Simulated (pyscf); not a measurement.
# Four-centre exchange: HO–SiH₂–OH (SMILES O[SiH2]O) + HF (SMILES F) → H₂O (SMILES O) + HO–SiH₂–F (SMILES O[SiH2]F)

Gas phase, singlet surface, charge 0. Bonds broken: O1–Si2, F8–H9. Bonds formed: O1–H9, Si2–F8. Structures and frequencies: ωB97X-D3(BJ)/def2-SVP in PySCF. MP2 and CC: frozen core, UHF for open shells. ΔMP2 is the change of the MP2 total energy from the triple- to the quadruple-zeta basis.

Transition state (Å):

```xyz
9

O     -2.1107     0.3335    -0.5222
Si    -0.4430     0.1945     0.2777
O      0.5969    -0.9753    -0.2784
H     -2.6384    -0.4729    -0.5965
H     -0.9865    -0.5391     1.4644
H     -0.0029     1.5119     0.7850
H      1.0117    -0.7075    -1.1084
F     -0.2986     0.9736    -1.5505
H     -1.5262     0.6722    -1.3935
```

One imaginary mode, 574i cm⁻¹; descent along it reached the two sides named, in the forms told below.

```json
[
 {"bond": "O1–Si2", "change": "breaks", "reactant side (Å)": "1.700", "saddle": "1.855", "product side": "2.8"},
 {"bond": "F8–H9", "change": "breaks", "reactant side (Å)": "0.948", "saddle": "1.274", "product side": "2.173"},
 {"bond": "O1–H9", "change": "forms", "reactant side (Å)": "1.695", "saddle": "1.102", "product side": "0.967"},
 {"bond": "Si2–F8", "change": "forms", "reactant side (Å)": "3.0", "saddle": "1.992", "product side": "1.642"}
]
```

Electronic energies relative to the separated reactants (kcal/mol):

```json
[
 {"level": "ωB97X-D3(BJ)/def2-TZVP", "barrier": "13.0", "reaction energy": "-10.0", "reverse barrier": "22.9"},
 {"level": "PBE/def2-TZVP", "barrier": "9.0", "reaction energy": "-10.3", "reverse barrier": "19.3"},
 {"level": "r²SCAN/def2-TZVP", "barrier": "9.9", "reaction energy": "-10.6", "reverse barrier": "20.5"},
 {"level": "B3LYP-D3(BJ)/def2-TZVP", "barrier": "13.1", "reaction energy": "-10.5", "reverse barrier": "23.6"},
 {"level": "PBE0-D3(BJ)/def2-TZVP", "barrier": "11.3", "reaction energy": "-9.7", "reverse barrier": "21.0"},
 {"level": "M06-2X/def2-TZVP", "barrier": "13.1", "reaction energy": "-9.8", "reverse barrier": "22.9"},
 {"level": "ωB97M-D3(BJ)/def2-TZVP", "barrier": "12.5", "reaction energy": "-10.2", "reverse barrier": "22.7"},
 {"level": "HF/def2-TZVP", "barrier": "28.8", "reaction energy": "-11.3", "reverse barrier": "40.1"},
 {"level": "MP2/def2-QZVPP", "barrier": "15.4", "reaction energy": "-9.8", "reverse barrier": "25.2"},
 {"level": "CCSD/def2-TZVPP", "barrier": "18.0", "reaction energy": "-10.0", "reverse barrier": "28.0"},
 {"level": "CCSD(T)/def2-TZVPP", "barrier": "15.8", "reaction energy": "-9.8", "reverse barrier": "25.6"},
 {"level": "CCSD(T)/def2-TZVPP + ΔMP2(QZVPP)", "barrier": "16.1", "reaction energy": "-10.1", "reverse barrier": "26.2"}
]
```

With CCSD(T)/def2-TZVPP + ΔMP2(QZVPP) energies and thermal terms (ideal gas, 1 atm, RRHO with modes under 100 cm⁻¹ raised to 100, one conformer, R ln 2 for chiral ones without a mode under 150 cm⁻¹), in kcal/mol:

```csv
T (K),ΔH‡,ΔG‡,ΔH,ΔG
298,16.2,26.8,-9.7,-10.7
600,15.5,37.9,-10.1,-11.6
900,15.4,49.1,-10.6,-12.2
1200,15.7,60.3,-11.1,-12.6
```

On the reactant side the descent ends in a bound adduct, 9.5 kcal/mol under the separated species and 22.5 kcal/mol under the saddle at ωB97X-D3(BJ)/def2-TZVP. On the product side the descent ends in a complex (not fully relaxed), 4.2 kcal/mol under the separated species and 27.2 kcal/mol under the saddle at ωB97X-D3(BJ)/def2-TZVP. One saddle was located; it need not be the lowest between these sides. The CCSD(T) − MP2 part came from Ansatz, without density fitting, on the same reference.
